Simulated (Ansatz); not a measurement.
# AlO (doublet): RPA-PBE over a scan of the distance Al1–O2, 6-31G

How well do these functionals follow the top wave-function level for AlO (doublet) over a scan of the distance Al1–O2?

Program: Ansatz 0.2.0, Gaussian basis. Level of theory: 6-31G, all electrons in the functionals, frozen cores in the correlation of double hybrids and RPA. These are calculated values, not measurements.

The runs, in order: RPA-PBE, at 1.277 Å; 1.478 Å; 1.620 Å; 1.747 Å; 1.934 Å; 2.239 Å; 2.565 Å; 3.044 Å; 3.497 Å; 4.435 Å; 5.519 Å.

33 further runs of the same task are left out: 13 for a known fault of the program, 15 that didn't finish, 5 set aside as unsound or not needed.

### 1 What is computed

The geometry derives from a PBE0/def2-TZVP stationary point (not a proven minimum). One bond is set to the value named and the two fragments are kept rigid.

2 atoms, charge 0, spin multiplicity 2.

Atoms are counted from 1 here; the program's logs count them from 0.

Bond lengths: Al1–O2 1.620 Å.

No dispersion term is added.

The geometry shown and the zero of energy belong to the point 1.620 Å. The yardstick, FCI, and other wave-function levels (R restricted, U unrestricted, valence and pair active spaces) come from earlier runs.

### 2 RPA-PBE, 1.277 Å

File in.yaml:

```yaml
crystal:
  periodic: [false, false, false]
  atoms:
    - {symbol: Al, position_ang: [0.000000, 0.000000, 0.000000]}
    - {symbol: O, position_ang: [0.000000, 0.000000, 1.277000]}
basis:
  gaussian: {orbitals: 6-31G}
magnetization: {spin_polarized: true, initial_magnetization: 1}
hamiltonian: {xc: {name: PBE}}
correlation: {method: rpa, electrons: outside_noble_gas}
```

Run with:

```bash
ansatz run in.yaml --threads 1 --pin off --events-out ev --progress --plain --max-ram 2393MiB
```

Output:

```text
Functional definition: PBE
  name "PBE"
  cite "Perdew, Burke & Ernzerhof, Phys. Rev. Lett. 77, 3865 (1996) doi:10.1103/PhysRevLett.77.3865"
  parent pbe
  parameter kappa = 0.804
  parameter beta = 0.06672455060314922
  exchange = pbe_x(kappa = kappa, mu = beta*pi^2/3)
  correlation = pbe_c(beta = beta)
218 factors; integrals over basis functions are off by at most 1.1e-4 eV
mean field evaluation 1: about -8613.6903 eV, gradient 6.1e1 eV
mean field evaluation 2: about -8613.6794 eV, gradient 6.1e1 eV
mean field evaluation 4: about -8623.3931 eV, gradient 3.3e1 eV
mean field evaluation 8: about -8629.8885 eV, gradient 8.6e-1 eV
mean field evaluation 16: about -8629.8795 eV, gradient 2.8e-5 eV
mean field evaluation 32: about -8564.2422 eV, gradient 4.1e1 eV
mean field -8629.87951568 eV, -317.1422226586 hartree, gradient 6.3e-6 eV, S^2 0.752063; 0 other end points of the search recorded, 0 dependent functions left out
6 core orbitals not correlated: weight in the atoms' cores, before any rotation towards them, 0.997 or more for the frozen orbitals, at most 0.002 for the correlated occupied ones
reference -8611.03286623 eV, -316.4496210663 hartree; 5, 4 occupied and 11, 12 virtual orbitals, 218 factors
Total energy: -8617.80334404 eV, -316.6984315364 hartree
```

Wall time 0.69 s (1 thread of Arm Neoverse V1, shared host).

From the report: ⟨S²⟩ of the determinant 0.752 (pure doublet: 0.75).

### 3 RPA-PBE, 1.478 Å

Changes to in.yaml since step 2:

```diff
@@ -4,3 +4,3 @@
     - {symbol: Al, position_ang: [0.000000, 0.000000, 0.000000]}
-    - {symbol: O, position_ang: [0.000000, 0.000000, 1.277000]}
+    - {symbol: O, position_ang: [0.000000, 0.000000, 1.478000]}
 basis:
```

Same command.

Output, shortened:

```text
Functional definition: PBE
  name "PBE"
  cite "Perdew, Burke & Ernzerhof, Phys. Rev. Lett. 77, 3865 (1996) doi:10.1103/PhysRevLett.77.3865"
  parent pbe
[...]
218 factors; integrals over basis functions are off by at most 1.1e-4 eV
[...]
mean field -8634.61985019 eV, -317.3164267389 hartree, gradient 5.6e-7 eV, S^2 0.752795; 3 other end points of the search recorded, 0 dependent functions left out
6 core orbitals not correlated: weight in the atoms' cores, before any rotation towards them, 0.999 or more for the frozen orbitals, at most 0.001 for the correlated occupied ones
reference -8615.52927096 eV, -316.6148608923 hartree; 5, 4 occupied and 11, 12 virtual orbitals, 218 factors
Total energy: -8622.72545588 eV, -316.8793158103 hartree
```

Run time: 1.4 s. Hardware: 1 thread of Arm Neoverse V1, shared host.

From the report: ⟨S²⟩ of the determinant 0.753 (pure doublet: 0.75).

### 4 RPA-PBE, 1.620 Å

Changes to in.yaml since step 3:

```diff
@@ -4,3 +4,3 @@
     - {symbol: Al, position_ang: [0.000000, 0.000000, 0.000000]}
-    - {symbol: O, position_ang: [0.000000, 0.000000, 1.478000]}
+    - {symbol: O, position_ang: [0.000000, 0.000000, 1.620001]}
 basis:
```

Same command.

Output, shortened:

```text
Functional definition: PBE
  name "PBE"
  cite "Perdew, Burke & Ernzerhof, Phys. Rev. Lett. 77, 3865 (1996) doi:10.1103/PhysRevLett.77.3865"
  parent pbe
[...]
214 factors; integrals over basis functions are off by at most 1.3e-4 eV
[...]
mean field -8635.58194853 eV, -317.3517832009 hartree, gradient 3.3e-6 eV, S^2 0.753285; 5 other end points of the search recorded, 0 dependent functions left out
6 core orbitals not correlated: weight in the atoms' cores, before any rotation towards them, 1.000 or more for the frozen orbitals, at most 0.000 for the correlated occupied ones
reference -8616.28644073 eV, -316.6426863680 hartree; 5, 4 occupied and 11, 12 virtual orbitals, 214 factors
Total energy: -8623.79122501 eV, -316.9184821035 hartree
```

Wall time 1.9 s (1 thread of Arm Neoverse V1, shared host).

From the report: ⟨S²⟩ of the determinant 0.753 (pure doublet: 0.75).

### 5 RPA-PBE, 1.747 Å

Changes to in.yaml since step 4:

```diff
@@ -4,3 +4,3 @@
     - {symbol: Al, position_ang: [0.000000, 0.000000, 0.000000]}
-    - {symbol: O, position_ang: [0.000000, 0.000000, 1.620001]}
+    - {symbol: O, position_ang: [0.000000, 0.000000, 1.747000]}
 basis:
```

The command is unchanged.

Output, shortened:

```text
Functional definition: PBE
  name "PBE"
  cite "Perdew, Burke & Ernzerhof, Phys. Rev. Lett. 77, 3865 (1996) doi:10.1103/PhysRevLett.77.3865"
  parent pbe
[...]
213 factors; integrals over basis functions are off by at most 1.5e-4 eV
[...]
mean field -8635.66487021 eV, -317.3548305162 hartree, gradient 3.5e-6 eV, S^2 0.754107; 5 other end points of the search recorded, 0 dependent functions left out
6 core orbitals not correlated: weight in the atoms' cores, before any rotation towards them, 1.000 or more for the frozen orbitals, at most 0.000 for the correlated occupied ones
reference -8616.24507210 eV, -316.6411660991 hartree; 5, 4 occupied and 11, 12 virtual orbitals, 213 factors
Total energy: -8623.97178920 eV, -316.9251177150 hartree
```

It took 1.6 s on 1 thread of Arm Neoverse V1, shared host.

From the report: ⟨S²⟩ of the determinant 0.754 (pure doublet: 0.75).

From 1.620 Å: -17.4 kJ/mol.

### 6 RPA-PBE, 1.934 Å

Changes to in.yaml since step 5:

```diff
@@ -4,3 +4,3 @@
     - {symbol: Al, position_ang: [0.000000, 0.000000, 0.000000]}
-    - {symbol: O, position_ang: [0.000000, 0.000000, 1.747000]}
+    - {symbol: O, position_ang: [0.000000, 0.000000, 1.934000]}
 basis:
```

Launched as before.

Output, shortened:

```text
Functional definition: PBE
  name "PBE"
  cite "Perdew, Burke & Ernzerhof, Phys. Rev. Lett. 77, 3865 (1996) doi:10.1103/PhysRevLett.77.3865"
  parent pbe
[...]
213 factors; integrals over basis functions are off by at most 1.8e-4 eV
[...]
mean field -8635.18603175 eV, -317.3372335277 hartree, gradient 4.7e-6 eV, S^2 0.757873; 5 other end points of the search recorded, 0 dependent functions left out
6 core orbitals not correlated: weight in the atoms' cores, before any rotation towards them, 1.000 or more for the frozen orbitals, at most 0.000 for the correlated occupied ones
reference -8615.78744691 eV, -316.6243486836 hartree; 5, 4 occupied and 11, 12 virtual orbitals, 213 factors
Total energy: -8623.67036934 eV, -316.9140407396 hartree
```

Run time: 2.2 s. Hardware: 1 thread of Arm Neoverse V1, shared host.

From the report: ⟨S²⟩ of the determinant 0.758 (pure doublet: 0.75).

From 1.620 Å: +11.7 kJ/mol.

### 7 RPA-PBE, 2.239 Å

Changes to in.yaml since step 6:

```diff
@@ -4,3 +4,3 @@
     - {symbol: Al, position_ang: [0.000000, 0.000000, 0.000000]}
-    - {symbol: O, position_ang: [0.000000, 0.000000, 1.934000]}
+    - {symbol: O, position_ang: [0.000000, 0.000000, 2.239000]}
 basis:
```

Launched as before.

Output, shortened:

```text
Functional definition: PBE
  name "PBE"
  cite "Perdew, Burke & Ernzerhof, Phys. Rev. Lett. 77, 3865 (1996) doi:10.1103/PhysRevLett.77.3865"
  parent pbe
[...]
213 factors; integrals over basis functions are off by at most 2.0e-4 eV
[...]
mean field -8634.44499110 eV, -317.3100007859 hartree, gradient 1.3e-6 eV, S^2 0.762760; 7 other end points of the search recorded, 0 dependent functions left out
6 core orbitals not correlated: weight in the atoms' cores, before any rotation towards them, 1.000 or more for the frozen orbitals, at most 0.000 for the correlated occupied ones
reference -8616.68434284 eV, -316.6573090008 hartree; 5, 4 occupied and 11, 12 virtual orbitals, 213 factors
Total energy: -8623.17790238 eV, -316.8959429124 hartree
```

It took 2.4 s on 1 thread of Arm Neoverse V1, shared host.

From the report: ⟨S²⟩ of the determinant 0.763 (pure doublet: 0.75).

From 1.620 Å: +59.2 kJ/mol.

### 8 RPA-PBE, 2.565 Å

Changes to in.yaml since step 7:

```diff
@@ -4,3 +4,3 @@
     - {symbol: Al, position_ang: [0.000000, 0.000000, 0.000000]}
-    - {symbol: O, position_ang: [0.000000, 0.000000, 2.239000]}
+    - {symbol: O, position_ang: [0.000000, 0.000000, 2.565000]}
 basis:
```

Same command.

Output, shortened:

```text
Functional definition: PBE
  name "PBE"
  cite "Perdew, Burke & Ernzerhof, Phys. Rev. Lett. 77, 3865 (1996) doi:10.1103/PhysRevLett.77.3865"
  parent pbe
[...]
213 factors; integrals over basis functions are off by at most 2.2e-4 eV
[...]
mean field -8633.62931394 eV, -317.2800252031 hartree, gradient 5.2e-7 eV, S^2 0.792742; 11 other end points of the search recorded, 0 dependent functions left out
6 core orbitals not correlated: weight in the atoms' cores, before any rotation towards them, 1.000 or more for the frozen orbitals, at most 0.000 for the correlated occupied ones
reference -8615.53661499 eV, -316.6151307804 hartree; 5, 4 occupied and 11, 12 virtual orbitals, 213 factors
Total energy: -8622.42543090 eV, -316.8682900955 hartree
```

It took 4.8 s on 1 thread of Arm Neoverse V1, shared host.

From the report: ⟨S²⟩ of the determinant 0.793 (pure doublet: 0.75).

From 1.620 Å: +131.8 kJ/mol.

### 9 RPA-PBE, 3.044 Å

Changes to in.yaml since step 8:

```diff
@@ -4,3 +4,3 @@
     - {symbol: Al, position_ang: [0.000000, 0.000000, 0.000000]}
-    - {symbol: O, position_ang: [0.000000, 0.000000, 2.565000]}
+    - {symbol: O, position_ang: [0.000000, 0.000000, 3.044000]}
 basis:
```

Launched as before.

Output, shortened:

```text
Functional definition: PBE
  name "PBE"
  cite "Perdew, Burke & Ernzerhof, Phys. Rev. Lett. 77, 3865 (1996) doi:10.1103/PhysRevLett.77.3865"
  parent pbe
[...]
213 factors; integrals over basis functions are off by at most 3.6e-4 eV
[...]
mean field -8632.64341668 eV, -317.2437941472 hartree, gradient 6.7e-7 eV, S^2 0.952952; 9 other end points of the search recorded, 0 dependent functions left out
6 core orbitals not correlated: weight in the atoms' cores, before any rotation towards them, 1.000 or more for the frozen orbitals, at most 0.000 for the correlated occupied ones
reference -8614.22528335 eV, -316.5669402314 hartree; 5, 4 occupied and 11, 12 virtual orbitals, 213 factors
Total energy: -8621.64188603 eV, -316.8394953527 hartree
```

It took 5.5 s on 1 thread of Arm Neoverse V1, shared host.

From the report: ⟨S²⟩ of the determinant 0.953 (pure doublet: 0.75).

From 1.620 Å: +207.4 kJ/mol.

### 10 RPA-PBE, 3.497 Å

Changes to in.yaml since step 9:

```diff
@@ -4,3 +4,3 @@
     - {symbol: Al, position_ang: [0.000000, 0.000000, 0.000000]}
-    - {symbol: O, position_ang: [0.000000, 0.000000, 3.044000]}
+    - {symbol: O, position_ang: [0.000000, 0.000000, 3.497000]}
 basis:
```

Launched as before.

Output, shortened:

```text
Functional definition: PBE
  name "PBE"
  cite "Perdew, Burke & Ernzerhof, Phys. Rev. Lett. 77, 3865 (1996) doi:10.1103/PhysRevLett.77.3865"
  parent pbe
[...]
213 factors; integrals over basis functions are off by at most 3.0e-4 eV
[...]
mean field -8632.04516700 eV, -317.2218088770 hartree, gradient 4.6e-6 eV, S^2 1.146301; 6 other end points of the search recorded, 0 dependent functions left out
6 core orbitals not correlated: weight in the atoms' cores, before any rotation towards them, 1.000 or more for the frozen orbitals, at most 0.000 for the correlated occupied ones
reference -8613.44012767 eV, -316.5380862925 hartree; 5, 4 occupied and 11, 12 virtual orbitals, 213 factors
Total energy: -8621.29832448 eV, -316.8268696986 hartree
```

Wall time 6.5 s (1 thread of Arm Neoverse V1, shared host).

From the report: ⟨S²⟩ of the determinant 1.146 (pure doublet: 0.75).

From 1.620 Å: +240.5 kJ/mol.

### 11 RPA-PBE, 4.435 Å

Changes to in.yaml since step 10:

```diff
@@ -4,3 +4,3 @@
     - {symbol: Al, position_ang: [0.000000, 0.000000, 0.000000]}
-    - {symbol: O, position_ang: [0.000000, 0.000000, 3.497000]}
+    - {symbol: O, position_ang: [0.000000, 0.000000, 4.435000]}
 basis:
```

Same command.

Output, shortened:

```text
Functional definition: PBE
  name "PBE"
  cite "Perdew, Burke & Ernzerhof, Phys. Rev. Lett. 77, 3865 (1996) doi:10.1103/PhysRevLett.77.3865"
  parent pbe
[...]
213 factors; integrals over basis functions are off by at most 4.1e-4 eV
[...]
mean field -8631.41922577 eV, -317.1988059610 hartree, gradient 7.0e-6 eV, S^2 1.395005; 26 other end points of the search recorded, 0 dependent functions left out
6 core orbitals not correlated: weight in the atoms' cores, before any rotation towards them, 1.000 or more for the frozen orbitals, at most 0.000 for the correlated occupied ones
reference -8613.28693118 eV, -316.5324564253 hartree; 5, 4 occupied and 11, 12 virtual orbitals, 213 factors
Total energy: -8621.07771131 eV, -316.8187623143 hartree
```

Run time: 25 s. Hardware: 1 thread of Arm Neoverse V1, shared host.

From the report: ⟨S²⟩ of the determinant 1.395 (pure doublet: 0.75). The determinant is far from a pure spin state, so its energy mixes those of several spin states (harmless only where they are near-degenerate, as at dissociation).

From 1.620 Å: +261.8 kJ/mol.

### 12 RPA-PBE, 5.519 Å

Changes to in.yaml since step 11:

```diff
@@ -4,3 +4,3 @@
     - {symbol: Al, position_ang: [0.000000, 0.000000, 0.000000]}
-    - {symbol: O, position_ang: [0.000000, 0.000000, 4.435000]}
+    - {symbol: O, position_ang: [0.000000, 0.000000, 5.519000]}
 basis:
```

Same command.

Output, shortened:

```text
Functional definition: PBE
  name "PBE"
  cite "Perdew, Burke & Ernzerhof, Phys. Rev. Lett. 77, 3865 (1996) doi:10.1103/PhysRevLett.77.3865"
  parent pbe
[...]
213 factors; integrals over basis functions are off by at most 1.5e-4 eV
[...]
mean field -8631.19717350 eV, -317.1906456904 hartree, gradient 4.7e-10 eV, S^2 1.507447; 31 other end points of the search recorded, 0 dependent functions left out
6 core orbitals not correlated: weight in the atoms' cores, before any rotation towards them, 1.000 or more for the frozen orbitals, at most 0.000 for the correlated occupied ones
reference -8614.53105403 eV, -316.5781770966 hartree; 5, 4 occupied and 11, 12 virtual orbitals, 213 factors
Total energy: -8620.89989569 eV, -316.8122277109 hartree
```

It took 56 s on 1 thread of Arm Neoverse V1, shared host.

From the report: ⟨S²⟩ of the determinant 1.507 (pure doublet: 0.75). The determinant is far from a pure spin state, so its energy mixes those of several spin states (harmless only where they are near-degenerate, as at dissociation).

From 1.620 Å: +279.0 kJ/mol.

### 13 Against the wave-function levels

The yardstick is full CI for this spin, exact in this basis with these frozen cores. It comes from earlier runs at the same points. Energies in kJ/mol, counted from 1.620 Å; blanks weren't run or aren't comparable.

| level | 1.277 Å | 1.478 Å | 1.620 Å | 1.747 Å | 1.934 Å | 2.239 Å | 2.565 Å | 3.044 Å | 3.497 Å | 4.435 Å | 5.519 Å |
| --- | --- | --- | --- | --- | --- | --- | --- | --- | --- | --- | --- |
| FCI | 572.1 | 99.3 | 0.0 | -12.8 | 27.2 | 84.2 | 166.8 | 262.4 | 314.7 | 351.4 | 357.6 |
| RPA-PBE | 577.7 | 102.8 | 0.0 | -17.4 | 11.7 | 59.2 | 131.8 | 207.4 | 240.5 | 261.8 | 279.0 |

Largest miss and mean time a point (FCI took 64 s a point; shared hosts):

| level | largest miss (kJ/mol) | where | time a point |
| --- | --- | --- | --- |
| RPA-PBE | -89.5 | 4.435 Å | 9.7 s |

### 14 Summary of results

| quantity | value |
| --- | --- |
| span of the FCI curve | 585.0 kJ/mol |
| largest miss, RPA-PBE | -89.5 kJ/mol (4.435 Å) |

RPA-PBE strays by up to 89.5 kJ/mol, at 4.435 Å. RPA-PBE clearly breaks the spin symmetry at some points (⟨S²⟩ up to 0.76 above the pure value), so energy there is bought with a mixed spin. Functionals and the yardstick converge differently with the basis, so part of each miss in 6-31G is the basis.
